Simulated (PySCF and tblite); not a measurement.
C4H3NO, numbered as in [CH2:1]=[CH:2][C:3](=[O:4])[C:5]#[N:6].

Search: ETKDG, MMFF94s, GFN2-xTB, 60 starts; geometries at PBE0-D3(BJ)/def2-SVP. Weights use TPSS-D3(BJ)/def2-TZVP (IEF-PCM, chloroform) energies plus GFN2-xTB zero-point and thermal terms (modes under about 100 cm⁻¹ blended into free rotors). Symmetry numbers and mirror images are counted. Conformers within 3 kcal/mol (GFN2-xTB free energy) were kept, 3 at most. GIAO shieldings: PBE0/pcSseg-1 (IEF-PCM, chloroform). Shifts are against TMS (¹H), TMS (¹³C), NH3 (¹⁵N) at the same level; of two unlike H on one atom, a is the less shielded. (PySCF 2.14, tblite 0.8.)

Torsions listed: C1–C2–C3–O4.

```
conformer  shape  symmetry  E(GFN2, own minimum) kcal/mol  E(DFT) kcal/mol
        1   180°        Cs                           0.00             0.00
        2     0°        Cs                           0.35             1.90
```

Question: How much do the weights at 298.15 K and the averaged shift of H1b depend on how the conformers are weighted?

Answer: 
| weighting | 1 (%) | 2 (%) | δ (ppm) | rms dipole (D) |
| --- | --- | --- | --- | --- |
| DFT energy with thermal terms, symmetry and mirror images (full scheme) | 96 | 4 | 7.35 | 4.96 |
| DFT energy with symmetry and mirror images | 96 | 4 | 7.35 | 4.96 |
| bare DFT energy | 96 | 4 | 7.35 | 4.96 |
| GFN2-xTB energy with symmetry and mirror images | 64 | 36 | 7.18 | 5.00 |
| GFN2-xTB free energy | 62 | 38 | 7.17 | 5.00 |
| leading conformer alone | 100 | 0 | 7.37 | 4.96 |
| equal weights | 50 | 50 | 7.11 | 5.01 |
| full scheme, search stopped after three starts | 0 | 100 | 6.84 | 5.06 |

The largest departure from the full scheme, 0.51 ppm, comes with: full scheme, search stopped after three starts.


¹⁵N shifts are against a computed isolated NH3 molecule, about 20 ppm from the liquid.